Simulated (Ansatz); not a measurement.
Reaction: C3H6 (SMILES C1CC1) → C3H5 (SMILES [CH]1CC1, doublet) + H (doublet) (the C-H bond breaks)
Each species at its own B3LYP-D3(BJ)/def2-TZVP minimum (Ansatz, a program for electronic structure).

Total energies in hartree (Ansatz). Open shells are spin-unrestricted; no spin-orbit coupling. Cores are frozen in correlated methods. No relativity. For partners of very few electrons the exact lower level stands in for a higher one.

```csv
species,HF/cc-pVTZ,CCSD(T)/cc-pVTZ,HF/cc-pVQZ,CCSD(T)/cc-pVQZ,CCSD(T)/cc-pVDZ,CCSDT(Q)/cc-pVDZ
1: C3H6 (SMILES C1CC1),-117.10117,-117.67025,-117.10867,-117.70489,-117.54307,-117.54454
"2: C3H5 (SMILES [CH]1CC1, doublet)",-116.45667,-116.98652,-116.46408,-117.02016,-116.86558,-116.86718
3: H (doublet),-0.49981,-0.49981,-0.49995,-0.49995,-0.49928,-0.49928
```

Question: Work out the bond dissociation energy (electronic) in kcal/mol: take Hartree-Fock from cc-pVQZ, extrapolate the CCSD(T) correlation energy as X^-3 (X = 3, 4), and add CCSDT(Q) - CCSD(T) in cc-pVDZ. 1 hartree = 627.51 kcal/mol.

Answer: 
Species 1: correlation (64·(-0.59622) - 27·(-0.56908))/37 = -0.61602; step -0.00147; E1 = -117.10867 + (-0.61602) + (-0.00147) = -117.72616
Species 2: correlation (64·(-0.55608) - 27·(-0.52985))/37 = -0.57522; step -0.00160; E2 = -116.46408 + (-0.57522) + (-0.00160) = -117.04090
Species 3: correlation (64·(0.00000) - 27·(0.00000))/37 = 0.00000; step +0.00000; E3 = -0.49995 + (0.00000) + (+0.00000) = -0.49995
-1·E1 +1·E2 +1·E3 = 0.18531 hartree = 116.3 kcal/mol.
